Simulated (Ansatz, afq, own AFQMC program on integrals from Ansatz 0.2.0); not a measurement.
## AlH3, singlet in cc-pVDZ, levels against full CI

| atom | x (Å) | y (Å) | z (Å) |
| --- | --- | --- | --- |
| Al | 0.0000 | 0.0000 | 0.0000 |
| H | 2.4183 | 0.0230 | -0.0001 |
| H | -1.2290 | 2.0828 | -0.0043 |
| H | -1.1893 | -2.1058 | 0.0044 |

Basis cc-pVDZ. Noble-gas cores (and the filled d shells of Ga–Kr and In–Xe) are frozen. Integrals, coupled cluster, full CI and functionals: Ansatz 0.2.0; the random walks run on the same integrals in our own AFQMC program. ph-AFQMC/CISD is guided by a CISD state made of CCSD amplitudes; releasing the constraint for a short imaginary time cuts its bias at the price of noise, slowly where states lie close. Uncertainties: one standard error, sampling alone.

Determinant: UHF, the one that the program's search chose, which needn't be the lowest solution. The geometry is a point of a scan.

Full CI on the same integrals is exact in this basis and with this determinant's frozen core.

Cautions: strong correlation (T1 0.142, weight of the determinant 0.63, largest double 0.18); unrestricted determinant spin contaminated (⟨S²⟩ 1.12 against 0.00); CCSD(T) is in doubt: in a space of 6 electrons in 8 natural orbitals full CI lies 170 meV below it; the released energies are still falling, so no released level is given (meV from the phaseless value at times in 1/Eh: -12 ± 6 at 0.24, -22 ± 5 at 0.51, -37 ± 5 at 0.99, -45 ± 5 at 1.62, 499 ± 546 at 2.40).

* T1 diagnostic: 0.1415
* weight of the determinant in the CISD state: 0.628
* ⟨S²⟩ of the determinant: 1.115
* size of the correlated space: 6 electrons in 28 orbitals

Reference: full CI, correlation energy -3.175 eV. The cautions show a poor starting determinant, so the rows tell how each method copes with it here, and full CI is the sure value.

```json
{"level": "HF", "E − E(reference) (meV)": "3175.3", "share of correlation (%)": "0.00"}
{"level": "MP2", "E − E(reference) (meV)": "1784.8", "share of correlation (%)": "43.79"}
{"level": "CCSD", "E − E(reference) (meV)": "355.2", "share of correlation (%)": "88.81"}
{"level": "CCSD(T)", "E − E(reference) (meV)": "194.4", "share of correlation (%)": "93.88"}
{"level": "CCSDT", "E − E(reference) (meV)": "28.3", "share of correlation (%)": "99.11"}
{"level": "CCSDT(Q)", "E − E(reference) (meV)": "2.9", "share of correlation (%)": "99.91"}
{"level": "CCSDTQ", "E − E(reference) (meV)": "-0.5", "share of correlation (%)": "100.02"}
{"level": "ph-AFQMC/HF", "E − E(reference) (meV)": "89.3 ± 14.6", "share of correlation (%)": "97.19"}
{"level": "ph-AFQMC/CISD", "E − E(reference) (meV)": "80.4 ± 6.2", "share of correlation (%)": "97.47"}
```

CCSDT and higher add their correlation energy to the determinant of the CCSD(T) run, since their own runs factorise the integrals more tightly (a shift of under 2 meV). A walk keeps the symmetry of its determinant, which the program's search chose and which needn't be the lowest solution, so a lower state of the same spin and another symmetry isn't excluded.
